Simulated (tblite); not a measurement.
# CH2OSSe: the cost of one run

Computed with tblite 0.8.0 and PySCF 2.14.0; each step states its level. No surroundings beyond the atoms listed, unless a continuum is named. Atoms count from 0, parts from 1.

## 1. The system as given

6 atoms, charge 0, multiplicity 1; geometry: rigid parts in contact. Parts: 1 = atoms 0–2, `[SeH2]`, charge 0; 2 = atoms 3–5, `O=C=S`, charge 0.

## 2. Docking the parts with GFN2-xTB

Job settings and geometry (Å):

```
{"job": {"kind": "dock", "xc": "GFN2-xTB", "basis": "xTB"}, "charge": 0, "multiplicity": 1, "parts": [{"atoms": "0-2", "charge": 0, "multiplicity": 1}, {"atoms": "3-5", "charge": 0, "multiplicity": 1}]}
Se    -0.172222     0.542003    -0.353602
H     -0.905129    -0.532284     0.259228
H      1.077351    -0.009720     0.094374
O      2.043547     0.421897     2.125303
C      1.951514     1.565075     2.253618
S      1.828764     3.089197     2.424703
```

Level: GFN2-xTB search for minima from random contacts, gas phase.

Run with:

```console
OMP_NUM_THREADS=1 python cluster_run.py task.json out
```

One launch serves the whole session: the jobs run in the order shown.

Q: Estimate the wall time of this first job on 1 thread of Arm Neoverse V1, shared host.

About 8.9 s.
